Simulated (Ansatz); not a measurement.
Geometry optimisation, RKS PBE0-D4/6-31G* (Ansatz).

Input:

```yaml
crystal:
  periodic: [false, false, false]
  atoms:
    - { symbol: B, position_ang: [0.0, 0.0, 0.0] }
    - { symbol: "N", position_ang: [0.0, 0.0, 1.9] }
    - { symbol: H, position_ang: [-0.877, -0.2713, 2.43] }
    - { symbol: H, position_ang: [0.877, 0.2713, 2.43] }
    - { symbol: H, position_ang: [1.0305, 0.0, -0.595] }
    - { symbol: H, position_ang: [-1.0305, 0.0, -0.595] }
    - { symbol: Si, position_ang: [-0.2814, 2.1166, 0.7095] }
    - { symbol: H, position_ang: [-1.6383, 2.5579, 0.4002] }
    - { symbol: H, position_ang: [-0.0669, 2.1796, 2.1523] }
    - { symbol: H, position_ang: [0.6781, 2.9876, 0.037] }
    - { symbol: H, position_ang: [-0.1504, 1.1313, 1.7779] }
basis:
  gaussian: { orbitals: "6-31G*" }
hamiltonian:
  xc: pbe0
  dispersion: d4
relax:
  f_tol: 0.15
  max_steps: 25
  restrain:
    - { distance: [0, 6], at: 3.15, k: 30.0 }
    - { distance: [10, 1], at: 2.26, k: 30.0 }
    - { distance: [0, 1], at: 1.55, k: 30.0 }
    - { distance: [10, 6], at: 1.46, k: 30.0 }
output:
  orbitals: {}
```

Run as:

```bash
$ ansatz run input.yaml --threads 1 --pin off --max-ram 2048MiB --backend cpu --events-out ev --progress --plain --runs-dir out
```

Task: Where does it end, and by what steps?

Result: The forces met the threshold. The restraints hold the end off the free minimum. After 14 steps the energy has fallen by 5.014 eV (the restraints' own energy left out); H9 moved furthest, 1.65 Å. Parted: N2–H11 (1.15 → 2.28 Å).

| step | energy less start (eV) | largest force component (eV/Å) | accepted |
| --- | --- | --- | --- |
| 0 | 0.0000 | 7.076 | yes |
| 1 | 0.7888 | 4.345 | yes |
| 2 | 0.9832 | 2.970 | yes |
| 3 | 0.1546 | 3.047 | yes |
| 4 | -1.4856 | 2.454 | yes |
| 5 | -2.5091 | 2.186 | yes |
| 6 | -3.3170 | 2.089 | yes |
| 7 | -4.0514 | 1.631 | yes |
| 8 | -4.5592 | 1.777 | yes |
| 9 | -4.8503 | 2.028 | yes |
| 10 | -4.9599 | 2.260 | yes |
| 11 | -4.9834 | 2.539 | yes |
| 12 | -5.0069 | 2.279 | yes |
| 13 | -5.0199 | 2.312 | no |
| 14 | -5.0142 | 2.315 | yes |

```xyz
11
Properties=species:S:1:pos:R:3
B 0.116 -0.237 0.324
N 0.056 -0.804 1.673
H -0.807 -1.078 2.115
H 0.875 -0.944 2.244
H 1.187 0.048 -0.127
H -0.906 -0.134 -0.294
Si -0.393 2.815 0.944
H -1.811 2.949 0.507
H -0.121 3.819 2.013
H 0.503 3.084 -0.214
H -0.156 1.455 1.461
```

Run time: 42 s on 1 thread of Arm Neoverse V2, on a shared host, peak memory 0.14 GiB.
